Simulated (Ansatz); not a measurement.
**Worked example: correlation energy of H₃Si–OH, singlet**

Geometry: displaced at random from a stationary point.

```yaml
atoms:
  - { symbol: Si, position_ang: [0.0585, -0.0217, 0.5586] }
  - { symbol: O, position_ang: [-0.1064, 0.1081, -1.0732] }
  - { symbol: H, position_ang: [1.1738, -0.7672, 1.0598] }
  - { symbol: H, position_ang: [0.0534, 1.2889, 1.0902] }
  - { symbol: H, position_ang: [-1.2533, -0.8416, 0.9751] }
  - { symbol: H, position_ang: [0.0838, -0.7899, -1.6555] }
```

Basis cc-pVDZ; Ansatz 0.2.0. Correlated methods freeze the noble-gas cores, which leaves 14 electrons in 46 orbitals. Prefix R: restricted or restricted open-shell reference.

Full CI isn't at hand for all of this; RCCSDT(Q) serves as the reference, and is uncertain by about the last step of the cluster series.

Runs differ by some tens of microhartree through their thresholds, so steps under 0.03 kcal/mol mean nothing.

```tsv
level	total energy (hartree)
RHF	-366.126033
RMP2	-366.427246
RCCSD	-366.455238
RCCSD(T)	-366.461779
RCCSDT	-366.462371
RCCSDT(Q)	-366.463140
```

**Question.** What is the correlation energy at RCCSDT(Q), and what share of it do RMP2 and RCCSD recover?

**Answer.** E(corr) = -366.463140 − (-366.126033) = -0.337107 hartree = -9.173 eV. RMP2: -0.301213 / -0.337107 = 89.35 %. RCCSD: -0.329205 / -0.337107 = 97.66 %.

**Question.** By how many kcal/mol does RCCSD(T) miss RCCSDT(Q) (1 hartree = 627.509 kcal/mol), and which steps make up the rest?

**Answer.** -366.461779 − (-366.463140) = 0.001361 hartree = 0.85 kcal/mol. Steps: RCCSDT − RCCSD(T) = -0.37, RCCSDT(Q) − RCCSDT = -0.48 kcal/mol. Differences between like states or geometries often cancel part of this.
